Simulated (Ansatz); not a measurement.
BMe2H (C₂H₇B) was relaxed with PBE-D4 (def2-TZVP) in Ansatz in these states: charge +1 doublet, neutral singlet. The geometries follow in no particular order.

A:

```xyz
10

B    -0.303    0.035    0.116
C     0.237   -1.429    0.290
H     1.134   -1.214    0.915
H     0.467   -1.661   -0.775
H    -0.336   -2.250    0.734
C     0.007    1.414   -0.382
H    -0.696    1.707   -1.186
H     1.039    1.496   -0.780
H    -0.114    2.168    0.419
H    -1.436   -0.266    0.650
```

B:

```xyz
10

B     0.3063   -0.2951   -0.3769
C    -0.8305   -1.0409    0.3910
H    -1.6735   -1.1159   -0.3270
H    -1.2186   -0.5206    1.2789
H    -0.5875   -2.0839    0.6447
C     0.6500    1.2134   -0.1640
H     1.5836    1.2279    0.4353
H    -0.0975    1.7932    0.3970
H     0.9109    1.7416   -1.0940
H     0.9567   -0.9198   -1.1851
```

Judge from the bond lengths which geometry belongs to which state (an estimate).

A is the charge +1 doublet (B1–H10 1.288 Å, B1–C6 1.499 Å, C2–H4 1.114 Å); B is the neutral singlet (B1–H10 1.211 Å, B1–C6 1.562 Å, C2–H4 1.100 Å).
